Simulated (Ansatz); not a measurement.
**How close CCSD(T) comes to the exact answer in a basis**

Each species is computed at the geometry given (Å), with frozen cores, in Ansatz 0.2.0: RHF-CCSD(T) for singlets, UHF-CCSD(T) otherwise, and full CI in the same basis. The program picks the determinant by trial CCSD, so it needn't be the lowest Hartree–Fock solution. States: AlO⁺ Π, BH Π, HSiC⁺ Π, NS⁺ Σ⁺ or Δ, GeH3⁺ A'. Cases whose determinant has another symmetry than full CI's state, or whose (Q) step broke down, weren't drawn. No relativity is included.

Q: Judging by size, spin and bonding, rank them by the size of CCSD(T)'s error in total energy against full CI in the same basis, smallest first (an estimate).
A. AlO⁺, triplet, 6-31G: Al 0.000 0.000 0.000; O 0.000 0.000 1.733
B. GeH$_{3}$⁺, singlet, cc-pVDZ: Ge 0.000 0.000 -0.019; H 1.465 0.017 0.453; H -0.748 1.261 0.448; H -0.719 -1.278 0.449
C. HSiC⁺, triplet, 6-31G: Si 0.000 0.000 0.076; C 0.000 0.000 -1.651; H 0.000 0.000 1.575
D. BH, triplet, cc-pVQZ: B 0.000 0.000 0.000; H 0.000 0.000 1.194
E. NS⁺, singlet, 6-31G: N 0.000 0.000 0.000; S 0.000 0.000 1.595

A: D (10.8 meV), B (15.2 meV), A (28.9 meV), C (75.7 meV), E (116.5 meV).

```csv
species,basis,correlated electrons,CCSD(T) − full CI (meV),CCSDT(Q) − full CI (meV),unpaired electrons (full CI),T1,⟨S²⟩ of the determinant
"BH, triplet",cc-pVQZ,4,10.8,-0.8,2.01,0.019,2.00
"GeH3⁺, singlet",cc-pVDZ,6,15.2,0.2,0.04,0.011,0.00
"AlO⁺, triplet",6-31G,8,28.9,-5.1,2.04,0.031,2.03
"HSiC⁺, triplet",6-31G,8,75.7,4.3,2.27,0.087,2.66
"NS⁺, singlet",6-31G,10,116.5*,-7.7,0.35,0.031,0.00
```

Unpaired electrons are Σ n²(2−n)² over natural occupations; an open shell counts its own unpaired electrons too. Frozen cores follow each run's orbitals, which moves totals by a few meV. An asterisk marks runs whose energy the program itself flagged as in doubt.
